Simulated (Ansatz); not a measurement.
Ansatz (a first-principles code) input:

Ansatz 0.2 input:
```yaml
crystal:
  periodic: [false, false, false]
  atoms:
    - {symbol: C, position_ang: [1.20714507, -0.43893973, -0.00256418]}
    - {symbol: C, position_ang: [0.11798946, 0.57141053, 0.00482199]}
    - {symbol: N, position_ang: [-1.24139525, -0.02687100, -0.00131228]}
    - {symbol: H, position_ang: [1.53582640, -0.90177310, 0.91941065]}
    - {symbol: H, position_ang: [1.53745215, -0.88648962, -0.93147757]}
    - {symbol: H, position_ang: [0.18297362, 1.22496543, -0.86746879]}
    - {symbol: H, position_ang: [0.18143178, 1.21047070, 0.88789918]}
    - {symbol: H, position_ang: [-1.35007526, -0.63365410, 0.80545776]}
    - {symbol: H, position_ang: [-1.34864912, -0.62024710, -0.81818214]}
basis:
  gaussian:
    orbitals: cc-pVTZ
hamiltonian:
  xc: pbe
magnetization: {spin_polarized: true, initial_magnetization: 1}
correlation: {method: rpa, electrons: outside_noble_gas}
```

**Question.** Which total energy does the run end on?

**Answer.** -134.55588 Eh (RPA@PBE/cc-pVTZ). The basis has 174 functions.

It need not be the lowest isomer of its formula.
